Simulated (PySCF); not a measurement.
Gas-phase reaction: 3 AlCH3 + 5 C3H6 (propylene) ⇌ 3 Al(CH3)3 + 3 C3H4 (propyne)

Computed with PySCF and rigid-rotor harmonic-oscillator thermochemistry at 1 bar. † marks an energy on the PBE0/def2-TZVP geometry and frequencies. MP2 freezes the core. All species are closed-shell singlets. Methyl groups turn as free rotors in Al(CH3)3. AlCH3: computed as isolated molecules; such fragments, hydroxides, amides, oligomers or adducts are transient or little studied in the gas. MP2 isn't extrapolated to the basis-set limit; its ΔH°(298 K) is -264.6 kJ in def2-SVP and -326.9 kJ in def2-TZVPP. The harmonic model lacks anharmonicity and excited electronic states, which grow with temperature; levels with a mode under 35 cm⁻¹ are left out. Internal rotation in C3H6 (propylene) is treated as a harmonic vibration of one conformer, which makes the entropy rough.

| level | ΔE electronic, kJ | ΔH°(298 K), kJ | ΔS°(298 K), J/K | ΔG°(1200 K), kJ |
|---|---|---|---|---|
| BLYP/def2-TZVP† | -172 | -209 | -259 | 75 |
| HF/def2-TZVP† | -151 | -187 | -259 | 96 |
| MP2/def2-SVP† | -228 | -265 | -259 | 19 |
| MP2/def2-TZVPP† | -290 | -327 | -259 | -43 |
| PBE0/def2-QZVP† | -210 | -246 | -259 | 37 |
| r2SCAN/def2-TZVP† | -270 | -306 | -259 | -23 |
ΔH° is lowest at MP2/def2-TZVPP† and highest at HF/def2-TZVP†. No reference value is set beside these.
